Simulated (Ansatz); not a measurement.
Two isomers of C3H7NO: A = `C=C(O)NC`, B = `CCC(N)=O`.

Calculated with Ansatz (gas phase, PBE0-D4/def2-TZVP geometries, no zero-point term in ΔE). CCSD(T)/CBS is the MP2 limit (def2-TZVPP, def2-QZVPP) plus CCSD(T) − MP2 in def2-TZVPP, frozen cores. DFT in def2-TZVPP. B3LYP here is the variant with VWN-RPA as its local correlation; programs differ in this. One conformer a species, not always the lowest.

**Question.** Which is lower in electronic energy at CCSD(T)/CBS, and by how much? (Estimate.)

**Answer.** Computed: B, by 121.9 kJ/mol.

**Question.** Give E(B) − E(A) in kJ/mol with HF/def2-TZVPP, CCSD/def2-TZVPP, B3LYP-D4, PBE0-D4, CCSD(T)/def2-TZVPP, CCSD(T)/def2-SVP, LDA (SPW92). (Estimate.)

**Answer.** Ansatz gave: HF/def2-TZVPP -131.6, CCSD/def2-TZVPP -125.1, B3LYP-D4 -122.6, PBE0-D4 -123.3, CCSD(T)/def2-TZVPP -124.9, CCSD(T)/def2-SVP -137.6, LDA (SPW92) -111.4. None reverses the order clearly.

**Question.** Does the order hold for the free energy at 298.15 K (harmonic terms from PBE0-D4)? (An estimate is asked.)

**Answer.** The calculation gave: Yes: G(B) − G(A) = -126.0 kJ/mol, for one conformer each. Modes under 60 cm⁻¹, often nearly free rotors, make the harmonic entropy too high.

Largest T1 diagnostic: 0.013.

In def2-TZVPP, CCSD(T) changes the Hartree–Fock value by +6.7 kJ/mol (the triples alone add +0.2 kJ/mol) and MP2 by +4.9 kJ/mol. At CCSD(T), def2-SVP lies −15.7 kJ/mol from the extrapolated value and def2-TZVPP −3.0 kJ/mol.
